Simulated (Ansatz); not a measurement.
The input, for Ansatz 0.2.0:

```yaml
crystal:
  periodic: [false, false, false]
  atoms:
    - {symbol: H, position_ang: [-2.083362, 0.059434, 0.000000]}
    - {symbol: H, position_ang: [-1.338362, 0.059434, 0.000000]}
    - {symbol: N, position_ang: [0.211638, 0.059434, 0.000000]}
    - {symbol: H, position_ang: [0.480720, -0.944792, 0.000000]}
basis:
  gaussian: {orbitals: 6-31G}
magnetization: {spin_polarized: false, initial_magnetization: 2}
correlation: {method: fic_mrcisd_q, electrons: outside_noble_gas, active_space: {window: {electrons: 8, orbitals: 7}, shells: [{species: H, l: s, shell: 1}, {species: "N", l: s, shell: 2}, {species: "N", l: p, shell: 2}]}}
```

```sh
$ ansatz run in.yaml --threads 1 --pin off --events-out ev --progress --plain --max-ram 2393MiB
```

Output:

```
335 factors; integrals over basis functions are off by at most 1.1e-7 eV
mean field evaluation 1: about -1523.9745 eV, gradient 1.0e1 eV
mean field evaluation 2: about -1523.9732 eV, gradient 1.0e1 eV
mean field evaluation 4: about -1524.8372 eV, gradient 1.3e0 eV
mean field evaluation 8: about -1524.8442 eV, gradient 5.2e-4 eV
mean field -1524.84416895 eV, -56.0369896324 hartree, gradient 6.7e-6 eV, S^2 2.000000; 0 other end points of the search recorded, 0 dependent functions left out
reference -1524.84416895 eV, -56.0369896324 hartree; 6, 4 occupied and 9, 11 virtual orbitals, 335 factors
state -1526.17735705 eV, -56.0859833913 hartree
contracted CI cycle   1: correlation 0.00000000 eV, 0.0000000000 hartree, residual 1.01e1 eV
contracted CI cycle   2: correlation -1.36422812 eV, -0.0501344588 hartree, residual 2.21e0 eV
contracted CI cycle   3: correlation -1.43165554 eV, -0.0526123706 hartree, residual 4.35e-1 eV
contracted CI cycle   4: correlation -1.43452087 eV, -0.0527176696 hartree, residual 1.03e-1 eV
contracted CI cycle   5: correlation -1.43466487 eV, -0.0527229616 hartree, residual 2.27e-2 eV
contracted CI cycle   6: correlation -1.43467260 eV, -0.0527232456 hartree, residual 4.74e-3 eV
contracted CI cycle   7: correlation -1.43467291 eV, -0.0527232570 hartree, residual 9.84e-4 eV
state -1526.17735705 eV, -56.0859833913 hartree; corrected -1527.64340527 eV, -56.1398596699 hartree
Total energy: -1527.64340527 eV, -56.1398596699 hartree
Checks for a lower state left out: starts, orbital_swaps
```

For the same geometry and basis full CI lies 14.9 meV lower.

Ran on 1 thread of Arm Neoverse V1, shared host: 1.1 s wall, 0.12 GiB peak host memory.
